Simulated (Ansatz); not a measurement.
**H₂C–Cl, doublet: the ladder up to UCCSDT(Q)**

Geometry: a PBE0/def2-TZVP stationary point for this spin, not checked as a minimum.

```xyz
4

C     0.0000    0.0000    1.1869
Cl    0.0000    0.0000   -0.4984
H     0.0000    0.9523    1.6928
H     0.0000   -0.9523    1.6928
```

Basis cc-pVTZ; Ansatz 0.2.0. Correlated methods freeze the noble-gas cores, which leaves 13 electrons in 86 orbitals. R marks a restricted (for open shells ROHF) determinant, U an unrestricted one. Active spaces: valence = (13e, 10o) chosen from the atoms' valence shells.

Full CI isn't at hand for all of this; UCCSDT(Q) serves as the reference, and is uncertain by the last step of the cluster series or more. The frozen core follows each run's orbitals, which can shift R against U totals by a few meV.

- UHF ⟨S²⟩: 0.767
- T1 diagnostic (RCCSD): 0.0194
- largest doubles amplitude (RCCSD): 0.032
- T1 diagnostic (UCCSD): 0.0155

```json
{"level": "UHF", "E − E(RHF) (eV)": "-0.1551"}
{"level": "RMP2", "E − E(RHF) (eV)": "-9.3439"}
{"level": "UMP2", "E − E(RHF) (eV)": "-9.3162"}
{"level": "RCCSD", "E − E(RHF) (eV)": "-10.1578"}
{"level": "UCCSD", "E − E(RHF) (eV)": "-10.1614"}
{"level": "RCCSD(T)", "E − E(RHF) (eV)": "-10.5503"}
{"level": "UCCSD(T)", "E − E(RHF) (eV)": "-10.5496"}
```

(1) Estimate how far UCCSDT(Q) in cc-pVTZ lies from RCCSD(T). The table doesn't fix it; the size of (T) and the diagnostics are the guide.

(1) UCCSDT(Q) in cc-pVTZ lies 40 meV below RCCSD(T), which is 10 % of the (T) step (-393 meV). The diagnostics are small and one determinant leads, so the series closes fast and only a small part of (T) is left.

The other levels:

```json
{"level": "BCCD(T)", "E − E(UCCSDT(Q)) (meV)": "38", "share of correlation (%)": "99.64", "wall time": "3.5 s (H100)"}
{"level": "RCCSDT", "E − E(UCCSDT(Q)) (meV)": "18", "share of correlation (%)": "99.83", "wall time": "–"}
{"level": "UCCSDT", "E − E(UCCSDT(Q)) (meV)": "17", "share of correlation (%)": "99.84", "wall time": "–"}
{"level": "RCCSDT(Q)", "E − E(UCCSDT(Q)) (meV)": "2", "share of correlation (%)": "99.98", "wall time": "18 s (H100)"}
{"level": "CASSCF (valence space)", "E − E(UCCSDT(Q)) (meV)": "8777", "share of correlation (%)": "17.13", "wall time": "–"}
{"level": "NEVPT2 (valence space)", "E − E(UCCSDT(Q)) (meV)": "1888", "share of correlation (%)": "82.17", "wall time": "4.5 s (H100)"}
```

The correlation energy at UCCSDT(Q), counted from RHF, is -10.590 eV. That run took 17 s on 2 threads of AMD EPYC 7R13 with a shared H100 80 GB, shared host.

Times hold each run's SCF and search for its determinant on a shared host, so for small cases they say little of a method's own cost.

Natural occupations of CASSCF (valence space) about the gap: 1.994 1.980 1.977 1.973 1.005 0.031 0.021 0.020; effectively unpaired electrons, Σ n²(2−n)², 1.01.

Atomization energy (electronic, same basis, no zero-point term; atoms at the same level, unrestricted beside the R rows where the molecule is a closed shell, with restricted open-shell steps beyond CCSDT(Q)) at UCCSDT(Q): 1168.1 kJ/mol. Errors of other levels:

| level | error (kJ/mol) |
| --- | --- |
| RHF | -267.5 |
| UHF | -280.0 |
| RMP2 | 13.9 |
| UMP2 | 13.6 |
| RCCSD | -17.6 |
| UCCSD | -18.2 |
| RCCSD(T) | -0.3 |
| UCCSD(T) | -0.6 |
| BCCD(T) | -0.1 |
| RCCSDT | -1.0 |
| UCCSDT | -1.2 |
| RCCSDT(Q) | 0.1 |
| CASSCF (valence space) | -142.6 |
| NEVPT2 (valence space) | -16.1 |

This basis is far from its limit, so the value isn't to be set against a measured one.
